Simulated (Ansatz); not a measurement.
# C2H5FN2O: the cost of one run

Method: RKS PBE-D4/STO-3G, in Ansatz 0.2.0.

### Step 1. The system as given

Bond lengths: N1–C2 1.300 Å, C2–F3 1.316 Å, C2–N4 1.327 Å, N4–C5 1.457 Å, C5–O6 1.431 Å, N1–H7 0.977 Å, N4–H8 0.997 Å, C5–H9 1.114 Å, C5–H10 1.072 Å, O6–H11 0.996 Å. Angles: N1–C2–F3 115.8°, N1–C2–N4 133.0°, F3–C2–N4 111.2°, C2–N1–H7 108.8°, C2–N4–C5 120.8°, C2–N4–H8 119.5°, C5–N4–H8 114.4°, N4–C5–O6 106.5°, N4–C5–H9 116.0°, N4–C5–H10 112.6°, O6–C5–H9 106.4°, O6–C5–H10 106.5°, H9–C5–H10 108.2°, C5–O6–H11 103.2°.

As a file:

```xyz
11

N     0.3807   -1.5209    0.9578
C     0.5908   -0.9899   -0.2099
F     1.5719   -1.5177   -0.9100
N     0.0588    0.0499   -0.8394
C    -0.9320    0.8928   -0.1829
O    -0.2112    1.7505    0.7077
H     1.0239   -2.2426    1.0958
H     0.5773    0.5065   -1.5578
H    -1.6903    0.3620    0.4373
H    -1.4499    1.5325   -0.8697
H     0.1454    1.1200    1.3917
```

### Step 2. Relaxing end A

The input, input.yaml:

```yaml
crystal:
  periodic: [false, false, false]
  atoms:
    - { symbol: "N", position_ang: [0.3807, -1.5209, 0.9578] }
    - { symbol: C, position_ang: [0.5908, -0.9899, -0.2099] }
    - { symbol: F, position_ang: [1.5719, -1.5177, -0.91] }
    - { symbol: "N", position_ang: [0.0588, 0.0499, -0.8394] }
    - { symbol: C, position_ang: [-0.932, 0.8928, -0.1829] }
    - { symbol: O, position_ang: [-0.2112, 1.7505, 0.7077] }
    - { symbol: H, position_ang: [1.0239, -2.2426, 1.0958] }
    - { symbol: H, position_ang: [0.5773, 0.5065, -1.5578] }
    - { symbol: H, position_ang: [-1.6903, 0.362, 0.4373] }
    - { symbol: H, position_ang: [-1.4499, 1.5325, -0.8697] }
    - { symbol: H, position_ang: [0.1454, 1.12, 1.3917] }
basis:
  gaussian: { orbitals: STO-3G }
hamiltonian:
  xc: pbe
  dispersion: d4
relax:
  f_tol: 0.015
  max_steps: 40
output:
  orbitals: {}
```

Command:

```bash
ansatz run input.yaml --threads 1 --pin off --max-ram 2048MiB --backend cpu --events-out ev --progress --plain --runs-dir out
```

**Question.** How long does this run take on 1 thread of Arm Neoverse V1, shared host, and how much memory does it need?

About 39 s, with a peak of 0.15 GiB.
